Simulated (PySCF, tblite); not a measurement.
# Complex of K+ and 2 × methanol

A gas-phase complex of K+ and 2 × methanol; charge +1, singlet. The structure comes from a short search (6 tight-binding starts) and was relaxed by PBE0-D3(BJ)/def2-SVPD; another way of binding may lie lower. No frequency run checks that it is a minimum.

Parts: 1 = K+ ([K+]), atoms 1, charge +1; 2 = methanol (CO), atoms 2–7; 3 = methanol (CO), atoms 8–13.

```xyz
13

K    -1.037    0.214    0.170
C     0.823    1.547    3.017
O    -0.272    0.725    2.622
H     0.480    2.418    3.593
H     1.315    1.904    2.103
H     1.555    0.979    3.608
H    -0.706    0.393    3.414
C    -1.725   -3.182   -1.008
O    -1.404   -1.850   -1.401
H    -1.833   -3.188    0.084
H    -0.924   -3.882   -1.284
H    -2.673   -3.511   -1.455
H    -1.321   -1.825   -2.359
```
Atoms count from 1 in this order.

Contacts between parts, classed by geometry: K1···O3 2.619 Å (ion contact); K1···O9 2.619 Å (ion contact).

Interaction energies are complex less parts, with the parts frozen as they stand in it; counterpoise-corrected, in kcal/mol (PySCF).

Task: How strongly do the parts interact, level by level?

Result: 
| level | interaction | superposition error removed |
| --- | --- | --- |
| wB97M-D3(BJ)/def2-SVPD | -35.30 | -1.47 |
| PBE0-D3(BJ)/def2-SVPD | -36.00 | -1.60 |

Task: What holds them together? Decompose the wB97M-D3(BJ)/def2-SVPD energy: frozen parts, their antisymmetrised product, then relaxation.

Result: electrostatic -38.6, Pauli repulsion +14.7, orbital relaxation -11.3, dispersion correction -1.6 kcal/mol, which sum to the value before the counterpoise correction; the Pauli term holds the exchange-correlation of the frozen density too. Of the attraction, 75 % is electrostatic, 22 % is orbital relaxation, 3 % is dispersion correction.

Task: Are the pair energies additive?

Result: The pairs sum to -37.09 kcal/mol (1–2 -18.9, 1–3 -18.9, 2–3 0.6); the rest of +1.78 is a many-body weakening.

The parts were also relaxed and run alone, at the levels used for the complex: shieldings by PBE0/pcSseg-1; core levels by delta-SCF with SCAN, pcX-2 on the ionised atom and pcseg-1 elsewhere, spin-free X2C.

Values alone: shielding of K1 (ppm): 1325.2; shielding of O3 (ppm): 332.0; shielding of O9 (ppm): 332.0; C2 1s core level (eV): 292.45; O3 1s core level (eV): 539.00; O9 1s core level (eV): 539.00.

Task: What does binding change?

Result: 
```tsv
property	alone	in the complex	change
shielding of K1 (ppm)	1325.2	1271.0	-54.1
shielding of O3 (ppm)	332.0	334.7	+2.6
shielding of O9 (ppm)	332.0	335.2	+3.2
C2 1s core level (eV)	292.45	296.26	+3.80
O3 1s core level (eV)	539.00	543.36	+4.36
O9 1s core level (eV)	539.00	543.36	+4.36
```
